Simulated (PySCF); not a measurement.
A run for PySCF: R-B3LYP/6-31G* on CH5N (SMILES CN) with ghost functions.

```python
from pyscf import gto, scf, dft, mp
from pyscf.data.elements import chemcore

mol = gto.M(
    atom='''
    N    -1.56906904   -0.40910669   -0.57399458
    H    -0.57867004   -0.62132169   -0.60206758
    H    -2.04405704   -1.29865369   -0.49715958
    C    -1.85140004    0.39264531    0.61423942
    H    -2.91724504    0.60695331    0.66402742
    H    -1.55640804   -0.06101569    1.56621142
    H    -1.33862404    1.34906631    0.52981142
    ghost-O    1.44650296   -0.42821869   -0.51051158
    ghost-H    1.72852896   -0.05826969   -1.35037558
    ghost-C    1.83241696    0.48336531    0.50892442
    ghost-H    1.50923296    0.05373331    1.45199142
    ghost-H    2.91347196    0.62244931    0.54796442
    ghost-H    1.35394196    1.45696331    0.39374842
    ''',
    basis='6-31g*',
    cart=True,
    charge=0, spin=0, verbose=3, max_memory=1800)
mf = dft.RKS(mol, xc='b3lyp')
mf.conv_tol = 1e-8
mf.max_cycle = 100
mf.kernel()
if not mf.converged:
    mf = mf.newton().run(mf.mo_coeff, mf.mo_occ)
```

Program output:

```
converged SCF energy = -95.8534068651347
```

Self-consistency was reached.

Cost: about 6 core-seconds (a rough figure).
